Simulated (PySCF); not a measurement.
Ligands exchanged one at a time, Si F-H. Isolated molecules, 0 K electronic values unless said otherwise. Strings in code marks are SMILES.

These are PBE-D3(BJ)/def2-TZVP // PBE0-D3(BJ)/def2-TZVP (PySCF) values and carry that method's errors. Excitations are Tamm–Dancoff values on a coarser integration grid. The basis has no diffuse functions, so Rydberg states are missing or too high.

```tsv
species	S1–T1 gap (TDA) (eV)	S1 oscillator strength
0 of 4 F replaced by H (`F[Si](F)(F)F`)	–	0.000
1 of 4 F replaced by H	0.88	0.072
2 of 4 F replaced by H (`F[SiH2]F`)	0.53	0.000
3 of 4 F replaced by H (`F[SiH3]`)	0.50	0.003
4 of 4 F replaced by H (`[SiH4]`)	–	–
```
